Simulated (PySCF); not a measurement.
Which determinant of LiF lies lowest?

Unrestricted PBE0; PySCF, no relativity, basis sets Li cc-pVDZ, F cc-pVDZ. Outer shells of the fragments: Li 2s1; F 2s2 2p5.

Followed along the bond (rough minima from three points):

| 2Ms+1 | unpaired | ⟨S²⟩ at the start | R at minimum (Å) | Te (eV) |
| --- | --- | --- | --- | --- |
| 1 | none | 0.00 | 1.58 | 0.00 |
| 3 | σ ↑, π ↑ | 2.00 | none in the scan | ≤ 5.47 |

Solutions found at the starting distance of 1.900 Å, counted from the lowest of them; the search is not exhaustive and high or unbound solutions are not listed, so other states can lie among these:

```tsv
2Ms+1	unpaired	term	E (eV)	⟨S²⟩	⟨Lz²⟩	μ (D)
1	none	¹Σ⁺	0.00	0.00	0.00	-7.22
3	σ ↑, π ↑	³Π	4.97	2.00	1.00	2.56
1	σ ↓, π ↑	mixed	5.00	1.00	1.00	2.73
3	σ ↑↑	³Σ⁺	5.37	2.00	0.00	2.69
3	π ↑↑	mixed	6.36	2.00	2.00	0.50
3	π ↑↑	mixed	6.45	2.00	2.00	0.63
```

A term symbol is given only where ⟨S²⟩ and ⟨Lz²⟩ are close to those of a pure state; real π, δ and φ orbitals otherwise mix terms. A positive dipole means Li(−)F(+).

Counting both spins, an empty level lies below a filled one in some of these solutions, because spin and occupation are held.
